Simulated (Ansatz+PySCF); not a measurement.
The numbers below are computed, except where a source is named.
Input for PySCF 2.14.0:

```python
from pyscf import gto, scf, cc

mol = gto.M(atom="""
H 0.000000 0.000000 -1.904820
F 0.000000 0.000000 0.211650
""", basis='6-31g', charge=0, spin=0)
mf = scf.UHF(mol)
mf.kernel()
mycc = cc.CCSD(mf, frozen=1).run()
et = mycc.ccsd_t()
print(mf.e_tot, mycc.e_corr, et, mycc.e_tot + et)
```

The script is written out from the run's settings.

Output:

* Converged: yes
* Reference energy: -99.72444 hartree
* CCSD correlation energy: -0.22690 hartree
* Triples correction: -0.01132 hartree
* Total energy: -99.96266 hartree

The reference isn't the lowest determinant (another lies 3.71 eV lower), but the same method gives a higher total on the lower determinant. Caution: large amplitudes, a single reference is doubtful.
